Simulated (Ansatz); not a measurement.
**HOF (hypofluorous acid): levels of theory compared**

Wanted: a comparison of 6 runs (CAM-B3LYP/STO-3G, PBE0/STO-3G, UB3LYP/STO-3G, CCSDT(Q)/STO-3G, CCSD(T)/STO-3G, FCI/STO-3G) of HOF (hypofluorous acid). 

The calculation is run with Ansatz 0.2.0.

55 further runs of the same task are left out: 1 that didn't finish, 54 set aside as unsound or not needed.

## Step 1: The structure to begin with

HOF: 3 atoms, total charge 0, spin state singlet. As SMILES, `OF`. The H3–O1 distance was set to 1.938 Å, away from the relaxed value. At this shape a bond of the SMILES string is far longer than usual.

Bond lengths: O1–F2 1.406 Å.

## Step 2: The energy at CAM-B3LYP/STO-3G (run 1)

molecule.yaml

```yaml
basis:
  gaussian: {orbitals: STO-3G}
crystal:
  periodic: [false, false, false]
  atoms:
    - {symbol: O, position_ang: [1.069866, 0.383596, 0.638007]}
    - {symbol: F, position_ang: [0.417366, 1.608556, 0.410697]}
    - {symbol: H, position_ang: [-0.208690, -0.804280, -0.205350]}
total_charge: 0
hamiltonian: {xc: {name: CAM-B3LYP}}
accuracy: high
```

Started as:

```
$ ansatz run molecule.yaml --threads 1 --pin off --max-ram 3480MiB --events-out events.jsonl --progress --plain --runs-dir runs
```

The log of the run:

```text
Warning: RAYON_NUM_THREADS=1 ignored (pool sized by the plan → 1); use --threads N
Functional definition: CAM-B3LYP
  name "CAM-B3LYP"
  parameter alpha = 0.19
  parameter beta = 0.46
  parameter omega = 0.33/bohr
  parameter ac = 0.81
  exchange = (1 - alpha - beta)*b88_x + beta*b88_x_sr(omega) + alpha*exact_x + beta*exact_x_lr(omega)
  correlation = (1 - ac)*vwn5_c + ac*lyp_c
167 factors; integrals over basis functions are off by at most 3.5e-8 eV
95 factors; integrals over basis functions are off by at most 2.1e-9 eV
mean field evaluation 1: about -4702.5611 eV, gradient 7.6e0 eV
mean field evaluation 2: about -4702.5060 eV, gradient 8.1e0 eV
mean field evaluation 4: about -4702.8196 eV, gradient 7.3e-1 eV
mean field evaluation 8: about -4702.7924 eV, gradient 2.3e-3 eV
mean field evaluation 16: about -4702.7924 eV, gradient 2.5e-7 eV
mean field -4702.79241734 eV, -172.8244336699 hartree, gradient 1.8e-8 eV, S^2 0.000000; 0 other end points of the search recorded, 0 dependent functions left out
reference -4702.79242546 eV, -172.8244339684 hartree; 9, 9 occupied and 2, 2 virtual orbitals, 167 factors
Total energy: -4702.79242546 eV, -172.8244339684 hartree
```

It took 0.6 s on 1 thread of Arm Neoverse V1, shared host.

## Step 3: The energy at PBE0/STO-3G (run 2)

molecule.yaml

```yaml
crystal:
  periodic: [false, false, false]
  atoms:
    - symbol: O
      position_ang: [1.069866, 0.383596, 0.638007]
    - symbol: F
      position_ang: [0.417366, 1.608556, 0.410697]
    - symbol: H
      position_ang: [-0.208690, -0.804280, -0.205350]
basis:
  gaussian:
    orbitals: STO-3G
magnetization:
  spin_polarized: false
  initial_magnetization: 0
hamiltonian:
  xc: pbe0
accuracy: high
```

Started as:

```
$ ansatz run molecule.yaml --threads 1 --pin off --max-ram 3480MiB --events-out events.jsonl --progress --plain --runs-dir runs
```

The log of the run:

```text
Warning: RAYON_NUM_THREADS=1 ignored (pool sized by the plan → 1); use --threads N
Functional definition: PBE0
  name "PBE0"
  parameter a = 0.25
  parameter kappa = 0.804
  parameter beta = 0.06672455060314922
  exchange = (1 - a)*pbe_x(kappa = kappa, mu = beta*pi^2/3) + a*exact_x
  correlation = pbe_c(beta = beta)
167 factors; integrals over basis functions are off by at most 3.5e-8 eV
mean field evaluation 1: about -4700.7508 eV, gradient 6.0e0 eV
mean field evaluation 2: about -4700.7701 eV, gradient 4.5e0 eV
mean field evaluation 4: about -4700.8801 eV, gradient 1.4e0 eV
mean field evaluation 8: about -4700.8691 eV, gradient 2.7e-3 eV
mean field evaluation 16: about -4700.8691 eV, gradient 1.7e-8 eV
mean field -4700.86909465 eV, -172.7537528650 hartree, gradient 1.3e-8 eV, S^2 0.000000; 0 other end points of the search recorded, 0 dependent functions left out
reference -4700.86909541 eV, -172.7537528928 hartree; 9, 9 occupied and 2, 2 virtual orbitals, 167 factors
Total energy: -4700.86909541 eV, -172.7537528928 hartree
```

Wall time 0.46 s (1 thread of Arm Neoverse V1, shared host).

Runs 3 to 4 aren't shown in full; the table further down has their settings and results.

## Step 4: A single-point energy at CCSD(T)/STO-3G (run 5)

in.yaml

```yaml
crystal:
  periodic: [false, false, false]
  atoms:
    - symbol: O
      position_ang: [1.069866, 0.383596, 0.638007]
    - symbol: F
      position_ang: [0.417366, 1.608556, 0.410697]
    - symbol: H
      position_ang: [-0.208690, -0.804280, -0.205350]
basis:
  gaussian: {orbitals: STO-3G}
accuracy: high
magnetization: {spin_polarized: false, initial_magnetization: 0}
correlation: {method: ccsd_t, frozen_orbitals: {F: 1, H: 0, O: 1}}
scf: {omitted_lower_state_checks: [cluster_reference, increment]}
```

Started as:

```
$ ansatz run in.yaml --threads 1 --pin off --max-ram 3480MiB --events-out events.jsonl --progress --plain --runs-dir runs
```

The log of the run:

```text
Warning: RAYON_NUM_THREADS=1 ignored (pool sized by the plan → 1); use --threads N
[... 12 lines left out ...]
2 core orbitals not correlated: weight in the atoms' cores, before any rotation towards them, 1.000 or more for the frozen orbitals, at most 0.000 for the correlated occupied ones
[... 33 lines left out ...]
WARN: these amplitudes may be one of several solutions (largest doubles amplitude 0.55, level shift 8.45 eV)
Total energy: -4689.92036945 eV, -172.3513946350 hartree
Checks for a lower state left out: cluster_reference, increment
```

Wall time 0.1 s (1 thread of Arm Neoverse V1, shared host).

## Step 5: The energy at FCI/STO-3G (run 6)

molecule.yaml

```yaml
crystal:
  periodic: [false, false, false]
  atoms:
    - {symbol: O, position_ang: [1.069866, 0.383596, 0.638007]}
    - {symbol: F, position_ang: [0.417366, 1.608556, 0.410697]}
    - {symbol: H, position_ang: [-0.208690, -0.804280, -0.205350]}
basis:
  gaussian: {orbitals: STO-3G}
correlation: {method: fci, frozen_orbitals: {F: 1, H: 0, O: 1}}
accuracy: high
```

Started as:

```
$ ansatz run molecule.yaml --threads 1 --pin off --max-ram 3480MiB --events-out events.jsonl --progress --plain --runs-dir runs
```

The log of the run, shortened:

```text
Warning: RAYON_NUM_THREADS=1 ignored (pool sized by the plan → 1); use --threads N
Functional definition: HF
  name "HF"
[...]
167 factors; integrals over basis functions are off by at most 3.5e-8 eV
[...]
mean field -4683.62411632 eV, -172.1200116001 hartree, gradient 2.5e-8 eV, S^2 0.000000; 1 other end points of the search recorded, 0 dependent functions left out; unrestricted orbitals would lower it
[...]
unrestricted determinant -4687.63800875 eV, -172.2675194266 hartree, S^2 1.0427
2 core orbitals not correlated: weight in the atoms' cores, before any rotation towards them, 1.000 or more for the frozen orbitals, at most 0.000 for the correlated occupied ones
reference -4683.62411632 eV, -172.1200116001 hartree; 7, 7 occupied and 2, 2 virtual orbitals, 167 factors
state -4689.95485525 eV, -172.3526619647 hartree
Total energy: -4689.95485525 eV, -172.3526619647 hartree
```

Run time: 0.14 s. Hardware: 1 thread of Arm Neoverse V1, shared host.

## Step 6: All runs side by side

| run | level | frozen core orbitals | energy (Eh) | wall time |
| --- | --- | --- | --- | --- |
| 1 | CAM-B3LYP/STO-3G | – | -172.824434 | 0.6 s |
| 2 | PBE0/STO-3G | – | -172.753753 | 0.46 s |
| 3 | UB3LYP/STO-3G | – | -172.925501 | 2.6 s |
| 4 | CCSDT(Q)/STO-3G | 2 | -172.352567 | 0.18 s |
| 5 | CCSD(T)/STO-3G | 2 | -172.351395 | 0.1 s |
| 6 | FCI/STO-3G | 2 | -172.352662 | 0.14 s |

## Step 7: Outcome

| quantity | value |
| --- | --- |
| run 6: total energy | -172.35266 Eh |
| run 6: correlation energy (2 core orbitals frozen) | -232.7 mEh |

**Reading.** Against full CI in this basis: CCSDT(Q) +0.1 mEh; CCSD(T) +1.3 mEh. Totals of different functionals can't be ranked against each other. In runs 4, 5 the log says that unrestricted orbitals would lower the reference, so the values rest on an unstable closed-shell determinant (other closed-shell runs at this shape may share the fault). In runs 1, 2, 3, 4, 5, 6 the basis is minimal, so the values are rough. In runs 1, 2, 5 a closed-shell determinant meets a far-stretched bond, which it describes badly. Spin contamination of the reference: run 3 ⟨S²⟩ = 0.73. Where it is this large, the reference is a mixture of spin states, and values that rest on it are in doubt. All runs together took 4.1 s, the longest 2.6 s.
